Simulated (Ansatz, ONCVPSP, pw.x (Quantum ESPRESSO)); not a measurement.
What a changed setting does to a pw.x run (bcc W)

Potential: optimised norm-conserving Vanderbilt (ONCV), ONCVPSP 4.0.1.1 (patched build), PBE; core [Kr] 4d10 4f14, reference 5s2 5p6 5d4 6s2; waves: 5s+6s: rc 1.90 bohr, ncon 4, nbas 9, qcut 5.6 1/bohr, 2 projectors; 5p: rc 1.60 bohr, ncon 4, nbas 8, qcut 7.9 1/bohr, 2 projectors, debl 0.2 Ha; 5d: rc 2.20 bohr, ncon 4, nbas 8, qcut 7.4 1/bohr, 2 projectors, debl 2.7 Ha; local part: polynomial inside 1.25 bohr (lpopt 5, dvloc0 -1 Ha); core correction: Teter function, fcfact 1.75, rcfact 1.25. In the p channel the program set the typed energies aside and used -1.588, 0.250 Ha.

The reference run (k-mesh 14³, cutoffs 65/260 Ry, Fermi–Dirac 0.01 Ry, mixing_beta 0.4, conv_thr 1e-9, no spin) gives -3.37 GPa at 16.130 Å³/atom, where all-electron LAPW gives 0.30 GPa. This run, with its own iteration cap, changes k-mesh points per axis to 6.

```
&control
  calculation='scf', prefix='x', pseudo_dir='./', outdir='./tmp', tstress=.true., disk_io='none'
/
&system
  ibrav=0, nat=1, ntyp=1, ecutwfc=65, ecutrho=260, nbnd=15,
  occupations='smearing', smearing='fd', degauss=0.01
/
&electrons
  conv_thr=1e-09, mixing_beta=0.4, electron_maxstep=50
/
ATOMIC_SPECIES
W 1.0 W.UPF
CELL_PARAMETERS angstrom
  -1.59168867 1.59168867 1.59168867
  1.59168867 -1.59168867 1.59168867
  1.59168867 1.59168867 -1.59168867
ATOMIC_POSITIONS crystal
W 0.0000 0.0000 0.0000
K_POINTS automatic
6 6 6 0 0 0
```

```bash
pw.x < W.scf.in > W.scf.out
```

Task: How does the run end?

Result: It converges in 7 iterations; the free energy moves by -51.9 meV/atom and the pressure by -1.74 GPa.

```
Message from routine setup:
     using ibrav=0 with symmetry is DISCOURAGED, use correct ibrav instead
     lattice parameter (alat)  =       5.2098  a.u.
     unit-cell volume          =     108.8506 (a.u.)^3
     number of electrons       =        14.00
     number of Kohn-Sham states=           15
     kinetic-energy cutoff     =      65.0000  Ry
     charge density cutoff     =     260.0000  Ry
     scf convergence threshold =      1.0E-09
     Exchange-correlation= PBE
     number of k points=    16  Fermi-Dirac smearing, width (Ry)=  0.0100
     iteration #  1     ecut=    65.00 Ry     beta= 0.40
     total energy              =    -140.55143268 Ry
     estimated scf accuracy    <       0.03807079 Ry
     iteration #  2     ecut=    65.00 Ry     beta= 0.40
     total energy              =    -140.55243640 Ry
     estimated scf accuracy    <       0.00579424 Ry
     iteration #  3     ecut=    65.00 Ry     beta= 0.40
     total energy              =    -140.55317007 Ry
     estimated scf accuracy    <       0.00041241 Ry
     iteration #  4     ecut=    65.00 Ry     beta= 0.40
     total energy              =    -140.55318528 Ry
     estimated scf accuracy    <       0.00000154 Ry
     iteration #  5     ecut=    65.00 Ry     beta= 0.40
     total energy              =    -140.55318637 Ry
     estimated scf accuracy    <       0.00000026 Ry
     iteration #  6     ecut=    65.00 Ry     beta= 0.40
     total energy              =    -140.55318640 Ry
     estimated scf accuracy    <       0.00000001 Ry
     iteration #  7     ecut=    65.00 Ry     beta= 0.40
     the Fermi energy is    22.0718 ev
!    total energy              =    -140.55318640 Ry
     estimated scf accuracy    <          5.7E-10 Ry
     smearing contrib. (-TS)   =      -0.00267702 Ry
     The total energy is F=E-TS. E is the sum of the following terms:
     one-electron contribution =     -19.27032805 Ry
     hartree contribution      =      16.77658093 Ry
     xc contribution           =     -19.48562118 Ry
     ewald contribution        =    -118.57114109 Ry
     convergence has been achieved in   7 iterations
          total   stress  (Ry/bohr**3)                   (kbar)     P=      -51.07
     Message from routine punch:
     Nothing written, as per user request (disk_io='none')
```

The run took about 2.7 s on one core of a shared host (Neoverse-V2, 96 threads, 742 GiB, load 42).
